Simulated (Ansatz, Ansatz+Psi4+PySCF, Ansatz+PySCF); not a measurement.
```xyz
6

C     0.0000    0.0000   -0.3008
C     0.0000    0.0000   -1.4731
H     0.0000    0.0000   -2.5353
C     0.0000    0.0000    1.0661
H     0.0000   -0.9300    1.6215
H     0.0000    0.9300    1.6215
```

Basis set: cc-pVTZ (spherical functions). Correlated methods keep 3 orbitals frozen. Correlation on ROHF uses semicanonical orbitals with singles. Charge 0, multiplicity 2.

Computed with Ansatz (development build ahead of 0.2.0); each method stands on the lowest determinant of its kind that the runs found.

The atomization energy at this shape (free ground-state atoms in the same class of orbitals less the molecule, no zero-point energy) of doublet C₃H₃:

```csv
method,atomization energy
ROHF-CCSD(T),2445.3 kJ/mol
ROHF-MP2,2503.3 kJ/mol
```

(1) What does UHF-MP2 give?

Answers

(1) 2480.2 kJ/mol. Caution: the shape is not the minimum. Caution for ROHF-MP2, UHF-MP2: forces differ strongly between restricted and unrestricted references. Caution for UHF-MP2: the unrestricted determinant is spin contaminated.
